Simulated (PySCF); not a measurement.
**B2NH5 (SMILES BNB) at 6 levels**

Aim: a comparison of 6 runs (CAM-B3LYP/STO-3G, B3LYP/6-31G*, PBE0/def2-SVP, BLYP/def2-TZVP, CCSD(T)/6-31G*) of B2NH5. The job is set up through a Python script.

The results are computed with PySCF 2.14.0.

**1. Starting point**

The species is B2NH5 (8 atoms), meant as a singlet with charge 0. SMILES: `BNB`. The shape is that of a PBE0-D4/def2-TZVP optimisation.

Bond lengths: B1–N2 1.417 Å, N2–B3 1.417 Å, B1–H4 1.194 Å, B1–H5 1.197 Å, N2–H6 1.011 Å, B3–H7 1.197 Å, B3–H8 1.194 Å. Angles: B1–N2–B3 125.8°, B1–N2–H6 117.1°, B3–N2–H6 117.1°, N2–B1–H4 118.5°, N2–B1–H5 119.5°, N2–B3–H7 119.4°, N2–B3–H8 118.5°, H4–B1–H5 122.0°, H7–B3–H8 122.0°.

**2. Energy and forces at CAM-B3LYP/STO-3G (run 1)**

File input.py:

```python
from pyscf import gto, dft

mol = gto.Mole()
mol.atom = '''
B       -0.828200       0.654900      -0.693300
N        0.260000       0.377700       0.170800
B        0.695200      -0.910900       0.567700
H       -1.449400      -0.261400      -1.140100
H       -1.097800       1.791200      -0.954100
H        0.771000       1.169500       0.536500
H        1.631600      -1.014200       1.305600
H        0.109700      -1.864100       0.150900
'''
mol.spin = 0
mol.charge = 0
mol.verbose = 4
mol.max_memory = 1860
mol.basis = 'sto-3g'
mol.build()

mf = dft.RKS(mol, xc='cam-b3lyp')
mf.grids.level = 5
mf.conv_tol = 1e-10
mf.kernel()
if not mf.converged:
    mf = mf.newton().run(mf.mo_coeff, mf.mo_occ)

energy = mf.e_tot
print(f'total energy: {energy:.8f} hartree')
grad = mf.nuc_grad_method().kernel()
dip = mf.dip_moment()
pop, q = mf.mulliken_pop()
```

Launch:

```console
$ OMP_NUM_THREADS=1 python input.py
```

The log of the run:

```text
PySCF version 2.14.0

[... 72 lines left out ...]
converged SCF energy = -106.089725822844
total energy: -106.08972582 hartree
[... 12 lines left out ...]
Dipole moment(X, Y, Z, Debye):  0.68876,  1.06793,  0.49307
[... 29 lines left out ...]
charge of    7H =     -0.04724
```

Wall time 14 s (1 thread of Intel Xeon at 2.50GHz (Skylake/Cascade Lake), shared host); peak memory 0.29 GiB.

**3. Energy and gradient at B3LYP/6-31G(d) (spherical functions) (run 2)**

File job.py:

```python
# BNB
from pyscf import gto, dft

system = gto.M(
    atom=[
    ('B', (-0.828200, 0.654900, -0.693300)),
    ('N', (0.260000, 0.377700, 0.170800)),
    ('B', (0.695200, -0.910900, 0.567700)),
    ('H', (-1.449400, -0.261400, -1.140100)),
    ('H', (-1.097800, 1.791200, -0.954100)),
    ('H', (0.771000, 1.169500, 0.536500)),
    ('H', (1.631600, -1.014200, 1.305600)),
    ('H', (0.109700, -1.864100, 0.150900)),
],
    verbose=4,
    spin=0,
    max_memory=1860,
    basis='6-31g*',
)

mf = dft.RKS(system)
mf.xc = 'b3lyp'
mf.conv_tol = 1e-10
mf.grids.level = 5
mf.kernel()
if not mf.converged:
    mf = mf.newton().run(mf.mo_coeff, mf.mo_occ)

energy = mf.e_tot
print('E(%s) = %.9f' % ('B3LYP', energy))
grad = mf.nuc_grad_method().kernel()
mf.analyze()
```

Launch:

```console
$ OMP_NUM_THREADS=1 python job.py
```

The log of the run:

```text
PySCF version 2.14.0

[... 89 lines left out ...]
One-electron Energy =                 -258.407796492586499
[... 12 lines left out ...]
MO #8   energy= -0.387572395833919 occ= 2
[... 10 lines left out ...]
MO #19  energy= 0.241824600283131  occ= 0
[... 10 lines left out ...]
MO #30  energy= 0.846617416645657  occ= 0
[... 10 lines left out ...]
MO #41  energy= 1.39426853101666   occ= 0
[... 10 lines left out ...]
MO #52  energy= 2.74422684546072   occ= 0
[... 63 lines left out ...]
Dipole moment(X, Y, Z, Debye):  0.68662,  1.06467,  0.49150
```

It took 22 s on 1 thread of Intel Xeon at 2.50GHz (Skylake/Cascade Lake), shared host; peak memory 0.54 GiB.

Runs 3 to 5 aren't shown in full; the table further down has their settings and results.

**4. The energy at CCSD(T)/6-31G(d) (spherical functions) (run 6)**

File run.py:

```python
# BNB
from pyscf import gto, scf, cc

molecule = gto.M(
    atom='''
B     -0.828200     0.654900    -0.693300
N      0.260000     0.377700     0.170800
B      0.695200    -0.910900     0.567700
H     -1.449400    -0.261400    -1.140100
H     -1.097800     1.791200    -0.954100
H      0.771000     1.169500     0.536500
H      1.631600    -1.014200     1.305600
H      0.109700    -1.864100     0.150900
''',
    max_memory=1860,
    charge=0,
    verbose=3,
    basis='6-31g*',
)

hf = scf.RHF(molecule)
hf.conv_tol = 1e-10
hf.kernel()
if not hf.converged:
    hf = hf.newton().run(hf.mo_coeff, hf.mo_occ)

mycc = cc.CCSD(hf, frozen=3)
mycc.kernel()
e_t = mycc.ccsd_t()
e_tot = mycc.e_tot + e_t
print(f'total energy: {e_tot:.8f} hartree')
dip = hf.dip_moment()
pop, q = hf.mulliken_pop()
```

Launch:

```console
$ OMP_NUM_THREADS=1 python run.py
```

The log of the run:

```text
converged SCF energy = -106.779745667577
[... 2 lines left out ...]
total energy: -107.13034133 hartree
Dipole moment(X, Y, Z, Debye):  0.61277,  0.95041,  0.43871
[... 61 lines left out ...]
charge of    7H =     -0.05213
```

Wall time 5.1 s (1 thread of Intel Xeon at 2.50GHz (Skylake/Cascade Lake), shared host); peak memory 0.16 GiB.

**5. The series**

| run | level | Cartesian functions | task | energy (Eh) | dipole moment (D) of the reference | HOMO energy (eV) | LUMO energy (eV) | wall time |
| --- | --- | --- | --- | --- | --- | --- | --- | --- |
| 1 | CAM-B3LYP/STO-3G | no | gradient | -106.089726 | 1.36 | -9.20 | 2.80 | 14 s |
| 2 | B3LYP/6-31G* (spherical functions) | no | gradient | -107.511437 | 1.36 | -8.81 | -1.15 | 22 s |
| 3 | B3LYP/6-31G* (Cartesian functions) | yes | gradient | -107.513451 | 1.35 | -8.81 | -1.15 | 24 s |
| 4 | PBE0/def2-SVP | no | gradient | -107.276541 | 1.36 | -9.12 | -1.28 | 26 s |
| 5 | BLYP/def2-TZVP | no | gradient | -107.487485 | 1.31 | -7.71 | -2.22 | 71 s |
| 6 | CCSD(T)/6-31G* (spherical functions) | no | energy | -107.130341 | 1.21 | -12.56 | 3.02 | 5.1 s |

**6. Summary of results**

```
                                          quantity          value
                               run 6: total energy  -107.13034 Eh
       run 6: dipole moment (Hartree–Fock density)         1.21 D
        run 6: HOMO energy (Hartree–Fock orbitals)      -12.56 eV
        run 6: LUMO energy (Hartree–Fock orbitals)        3.02 eV
      run 6: HOMO–LUMO gap (Hartree–Fock orbitals)       15.58 eV
run 6: correlation energy (3 core orbitals frozen)     -350.6 mEh
                             run 6: (T) correction      -9.08 mEh
                              run 6: T1 diagnostic          0.013
```

Over runs 1, 2, 3, 4, 5 the dipole moment (its size) runs from 1.31 D (BLYP/def2-TZVP) to 1.36 D (CAM-B3LYP/STO-3G). The two ends differ in method and basis. Over runs 1, 2, 3, 4, 5 the HOMO–LUMO gap runs from 5.48 eV (BLYP/def2-TZVP) to 12.01 eV (CAM-B3LYP/STO-3G). Totals of different functionals can't be ranked against each other. In run 1 the basis is minimal, so the values are rough. All runs together took 2.7 min, the longest 71 s.
